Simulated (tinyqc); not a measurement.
Worked calculation (part 2 of 2): G0W0 on RHF in the sto-6g basis, for H2O, spin multiplicity 1. Computed by tinyqc, a small Python program that keeps every step (integrals from PySCF). Command: `OMP_NUM_THREADS=1 python tinyqc.py 29381 29382 out.jsonl` (the two numbers bound the seeds that draw the settings). One thread of a shared host (Intel(R) Xeon(R) Processor @ 2.60GHz), about 0.1 s of CPU time with the checks.

Geometry (angstrom):
```
atom         x          y         z
O     0.000000   0.000000  0.000000
H     0.000000   0.766000  0.509000
H     0.000000  -0.766000  0.509000
```

## Screening: direct RPA

orbital energies (hartree): MO1 -20.488045, MO2 -1.285194, MO3 -0.654541, MO4 -0.443966, MO5 -0.393765, MO6 0.619445, MO7 0.802446

Two-electron integrals over orbitals (pq|rs), unique and non-zero (hartree):
```
(11|11) 4.760931    (21|11) -0.425240   (21|21) 0.061553    (22|11) 1.017405
(22|21) -0.013792   (22|22) 0.730835    (31|31) 0.011225    (32|31) 0.017933
(32|32) 0.148403    (33|11) 0.809320    (33|21) -0.004137   (33|22) 0.651589
(33|33) 0.643556    (41|11) 0.181868    (41|21) -0.023067   (41|22) 0.016335
(41|33) 0.005955    (41|41) 0.029732    (42|11) -0.120137   (42|21) 0.009576
(42|22) 0.009637    (42|33) 0.007098    (42|41) 0.020264    (42|42) 0.124367
(43|31) -0.003264   (43|32) 0.018101    (43|43) 0.044328    (44|11) 1.030288
(44|21) -0.013898   (44|22) 0.687854    (44|33) 0.610354    (44|41) -0.012610
(44|42) -0.105121   (44|44) 0.813451    (51|51) 0.026738    (52|51) 0.032297
(52|52) 0.144639    (53|53) 0.029438    (54|51) -0.012887   (54|52) -0.044416
(54|54) 0.056202    (55|11) 1.117074    (55|21) -0.011190   (55|22) 0.749548
(55|33) 0.635741    (55|41) 0.004462    (55|42) -0.061488   (55|44) 0.743304
(55|55) 0.880663    (61|11) -0.270514   (61|21) 0.041821    (61|22) -0.002708
(61|33) -0.000338   (61|41) -0.002903   (61|42) 0.019909    (61|44) -0.019056
(61|55) -0.006337   (61|61) 0.036201    (62|11) 0.330024    (62|21) -0.008323
(62|22) 0.144711    (62|33) 0.075532    (62|41) 0.018638    (62|42) 0.020245
(62|44) 0.102101    (62|55) 0.163804    (62|61) 0.003721    (62|62) 0.103248
(63|31) 0.003004    (63|32) -0.046074   (63|43) -0.026645   (63|63) 0.075193
(64|11) 0.191506    (64|21) -0.000738   (64|22) 0.088043    (64|33) 0.039539
(64|41) 0.004200    (64|42) -0.015978   (64|44) 0.108519    (64|55) 0.101772
(64|61) 0.002069    (64|62) 0.061850    (64|64) 0.057112    (65|51) 0.016993
(65|52) 0.062544    (65|54) -0.003633   (65|65) 0.040172    (66|11) 0.803395
(66|21) -0.007657   (66|22) 0.612914    (66|33) 0.574988    (66|41) 0.022077
(66|42) 0.062386    (66|44) 0.547855    (66|55) 0.587004    (66|61) 0.006455
(66|62) 0.093010    (66|64) 0.042110    (66|66) 0.596190    (71|31) 0.016282
(71|32) 0.024056    (71|43) -0.004959   (71|63) 0.003976    (71|71) 0.023689
(72|31) 0.013840    (72|32) 0.039006    (72|43) -0.031876   (72|63) 0.035826
(72|71) 0.018944    (72|72) 0.060760    (73|11) 0.365820    (73|21) -0.007435
(73|22) 0.139032    (73|33) 0.093516    (73|41) -0.001079   (73|42) -0.070269
(73|44) 0.169064    (73|55) 0.188743    (73|61) -0.006907   (73|62) 0.080341
(73|64) 0.067206    (73|66) 0.036937    (73|73) 0.148695    (74|31) -0.009454
(74|32) -0.074082   (74|43) 0.007305    (74|63) 0.042344    (74|71) -0.013338
(74|72) -0.017097   (74|74) 0.064661    (75|53) 0.023793    (75|75) 0.024660
(76|31) 0.010183    (76|32) 0.104964    (76|43) 0.042977    (76|63) -0.070155
(76|71) 0.013803    (76|72) -0.008441   (76|74) -0.056316   (76|76) 0.121314
(77|11) 0.890422    (77|21) -0.009729   (77|22) 0.630864    (77|33) 0.619063
(77|41) 0.003640    (77|42) -0.014711   (77|44) 0.620963    (77|55) 0.633284
(77|61) -0.006073   (77|62) 0.073019    (77|64) 0.037809    (77|66) 0.568937
(77|73) 0.099263    (77|77) 0.628956
```

With D = e_a - e_i and K = (ia|jb): diagonalise D^(1/2) (D + 4K) D^(1/2) = Z w^2 Z^T; X + Y = D^(1/2) Z w^(-1/2), each column of Z with its largest component positive (the first on a tie); E_c = (sum w - tr (D + 2K)) / 2.

D^(1/2) (D + 4K) D^(1/2) (hartree^2):
```
            1>6         1>7       2>6        2>7       3>6        3>7       4>6        4>7
1>6  448.582608    0.000000  0.094367   0.000000  0.000000  -0.153215  0.039210   0.000000
1>7    0.000000  455.302434  0.000000   0.505174  0.082822   0.000000  0.000000  -0.274843
2>6    0.094367    0.000000  4.414249   0.000000  0.000000   0.535342  0.352090   0.000000
2>7    0.000000    0.505174  0.000000   4.865622  0.233704   0.000000  0.000000  -0.110318
3>6    0.000000    0.082822  0.000000   0.233704  2.006220   0.000000  0.000000   0.213434
3>7   -0.153215    0.000000  0.535342   0.000000  0.000000   2.989401  0.334617   0.000000
4>6    0.039210    0.000000  0.352090   0.000000  0.000000   0.334617  1.373775   0.000000
4>7    0.000000   -0.274843  0.000000  -0.110318  0.213434   0.000000  0.000000   1.875922
5>6    0.000000    0.000000  0.000000   0.000000  0.000000   0.000000  0.000000   0.000000
5>7    0.000000    0.000000  0.000000   0.000000  0.000000   0.000000  0.000000   0.000000

          5>6       5>7
1>6  0.000000  0.000000
1>7  0.000000  0.000000
2>6  0.000000  0.000000
2>7  0.000000  0.000000
3>6  0.000000  0.000000
3>7  0.000000  0.000000
4>6  0.000000  0.000000
4>7  0.000000  0.000000
5>6  1.189405  0.000000
5>7  0.000000  1.548915
```

excitation energies w (hartree): [1.090598, 1.134631, 1.244554, 1.304316, 1.469321, 1.684503, 2.156945, 2.210626, 21.179771, 21.337835]

X + Y:
```
            1          2         3          4          5          6          7          8
1>6  0.000000  -0.000544  0.000000   0.000000   0.000000   0.001349  -0.000305   0.000000
1>7  0.000000   0.000000  0.000000   0.002057   0.001048   0.000000   0.000000  -0.003571
2>6  0.000000  -0.106199  0.000000   0.000000   0.000000  -0.366479   0.878752   0.000000
2>7  0.000000   0.000000  0.000000   0.091613  -0.051585   0.000000   0.000000   0.968320
3>6  0.000000   0.000000  0.000000  -0.601490   0.735222   0.000000   0.000000   0.059609
3>7  0.000000  -0.189679  0.000000   0.000000   0.000000   0.864672   0.269564   0.000000
4>6  0.000000   0.951144  0.000000   0.000000   0.000000   0.103009   0.094016   0.000000
4>7  0.000000   0.000000  0.000000   0.772422   0.563783   0.000000   0.000000  -0.023155
5>6  0.963867   0.000000  0.000000   0.000000   0.000000   0.000000   0.000000   0.000000
5>7  0.000000   0.000000  0.980386   0.000000   0.000000   0.000000   0.000000   0.000000

             9         10
1>6   0.998292   0.000000
1>7   0.000000   0.998889
2>6   0.000064   0.000000
2>7   0.000000   0.000351
3>6   0.000000   0.000045
3>7  -0.000090   0.000000
4>6   0.000020   0.000000
4>7   0.000000  -0.000147
5>6   0.000000   0.000000
5>7   0.000000   0.000000
```

RPA correlation energy = -0.04808024 hartree

## G0W0 on Hartree-Fock: HOMO

W(p,q,m) = sqrt2 sum_ia (pq|ia) (X+Y)_ia,m; Sigma_c(x) = sum_(i,m) W^2/(x - e_i + w_m) + sum_(a,m) W^2/(x - e_a - w_m); solve x = e_p + Sigma_c(x) by Newton steps; Z = 1/(1 - dSigma/dx); 1 hartree = 27.211386 eV.

The 12 largest terms at x = e_p (hartree; W for the signs of X + Y given):
```
q  m          W       term
5  7   0.289053   0.038736
5  6   0.160719   0.015334
2  1   0.085254   0.003667
5  2   0.061669   0.003352
6  1   0.054759  -0.001425
3  3   0.032988   0.000723
7  3   0.034191  -0.000479
1  1   0.023163   0.000025
4  1  -0.004953   0.000022
5  9  -0.008952   3.78e-06
```

Newton steps (hartree):
```
step          x  Sigma_c(x)         Z
0     -0.393765    0.059959  0.967829
1     -0.335735    0.058086  0.969609
2     -0.335681    0.058084  0.969611
```

quasiparticle energy of the HOMO = -9.134333 eV

Hartree-Fock value = -10.714878 eV

## G0W0 on Hartree-Fock: LUMO

As before.

The 12 largest terms at x = e_p (hartree; W for the signs of X + Y given):
```
q  m          W       term
6  7   0.135265  -0.008483
7  5  -0.117209  -0.008314
2  7   0.167160   0.006880
3  5   0.109336   0.004358
4  7   0.110076   0.003763
5  1   0.054759   0.001425
4  6   0.058450   0.001243
4  2   0.049504   0.001115
6  2   0.032761  -0.000946
3  8   0.053992   0.000837
2  6   0.053749   0.000805
2  2   0.046135   0.000700
```

Newton steps (hartree):
```
step         x  Sigma_c(x)         Z
0     0.619445    0.003382  0.983613
1     0.622772    0.003327  0.983592
2     0.622772    0.003327  0.983592
```

quasiparticle energy of the LUMO = 16.946499 eV

Hartree-Fock value = 16.855967 eV
